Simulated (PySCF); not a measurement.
Species: difluoromethyl isocyanide (`[C-]#[N+]C(F)F`). The columns A, B, C and D hold Mulliken, IAO, Hirshfeld and ESP-fitted charges (e) of one PBE0/pcSseg-1 density (PySCF), in a shuffled order. Coordinates in Å (GFN2-xTB); the density's dipole moment is (-1.51, -0.15, 1.59) D.

| atom | x | y | z | A | B | C | D |
| --- | --- | --- | --- | --- | --- | --- | --- |
| C1 | 2.122 | -0.028 | -0.066 | -0.312 | -0.030 | +0.091 | +0.012 |
| N2 | 0.960 | -0.016 | -0.001 | +0.275 | -0.081 | -0.406 | -0.164 |
| C3 | -0.434 | 0.000 | 0.061 | +0.224 | +0.219 | +0.723 | +0.536 |
| F4 | -0.912 | 1.152 | -0.445 | -0.155 | -0.091 | -0.268 | -0.279 |
| F5 | -0.948 | -1.001 | -0.675 | -0.154 | -0.090 | -0.268 | -0.279 |
| H6 | -0.785 | -0.105 | 1.104 | +0.123 | +0.073 | +0.128 | +0.174 |

Q: Which column most likely holds the ESP-fitted charges?

A: A. Σ q r misses the density's dipole by 0.08 D (A), 1.11 D (B), 1.21 D (C), 1.88 D (D). Charges fitted to the outside potential are the only set here that is tied to the molecule's multipoles.

Q: And the Hirshfeld charges?

A: B. The mean sizes are 0.097 e (B), 0.207 e (A), 0.241 e (D), 0.314 e (C), and Hirshfeld charges are commonly the smallest of these schemes.

As computed, A = ESP-fitted, B = Hirshfeld, C = Mulliken, D = IAO.

The Mulliken scheme gives each basis function's population to the atom it is centred on and halves the overlap population of two atoms between them. The IAO scheme counts the electrons in orthogonalised intrinsic atomic orbitals, a minimal basis polarised so that it spans the occupied orbitals exactly.

Isolated species at its GFN2-xTB geometry, gas phase.

These values come from a run that also computed NMR shieldings. On one thread, Arm Neoverse V2, on a shared host, this took 3.6 s.
